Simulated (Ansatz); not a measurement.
Candidates: hcp Cd, α-phase Ga, hcp Be, double-hcp La, hcp Tc, hcp Zr. Level: r²SCAN+rVV10 (PAW; Ansatz, an electronic-structure program).

Ansatz's runs of these crystals have no spin polarisation.

Spin–orbit coupling is left out, also for the solids with elements from indium on (double-hcp La); its size isn't shown.

Ansatz's density-functional and Hartree–Fock values are scalar-relativistic unless marked +SOC, with PAW data made under PBE.

Question: Order them by their volume per atom at this level, smallest first.

Answer: hcp Be (7.90 Å³/atom), hcp Tc (14.10 Å³/atom), α-phase Ga (18.93 Å³/atom), hcp Cd (21.33 Å³/atom), hcp Zr (23.27 Å³/atom), double-hcp La (36.03 Å³/atom)
